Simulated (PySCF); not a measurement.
Relaxation of doublet H₃SS

All numbers come from UPBE0 in PySCF with S def2-TZVP, H def2-TZVP; no relativity; density-fitted integrals. A (50,194) grid was used.

A start displaced from a saddle point along its imaginary mode, with no symmetry imposed:

```xyz
5
charge 0 multiplicity 2, angstrom
S     0.0001    0.7476    0.5286
S    -0.0008   -0.8402   -0.5938
H     1.2442    0.6375    1.2043
H    -1.3380    0.4940    1.3323
H     0.1154    1.8073   -0.4672
```

What forces act on the atoms at the start (eV/Å)?


| atom | Fx | Fy | Fz |
| --- | --- | --- | --- |
| S1 | 0.28 | 0.24 | -0.68 |
| S2 | -0.19 | -0.15 | 0.02 |
| H3 | -0.13 | 0.52 | -0.33 |
| H4 | -0.59 | -0.39 | 0.47 |
| H5 | 0.63 | -0.22 | 0.52 |

What does it relax to?

It ends at C1 with S–H 1.367 Å (×2), S–S 1.961 Å; H–S–H 89.3°, H–S–S 108.6° (×2). The molecule has come apart into S₂H₂ + H. No frequency check is given, so it may be a saddle point.

How much energy is released, and in how many steps?

96.9 kJ/mol in 18 steps.

The relaxation took 24 s on 4 threads of a shared Arm Neoverse V1 host, with 92 basis functions and 19 gradients; the process peaked at 1.2 GiB. Launch command: `OMP_NUM_THREADS=4 python axn.py task.json out`.
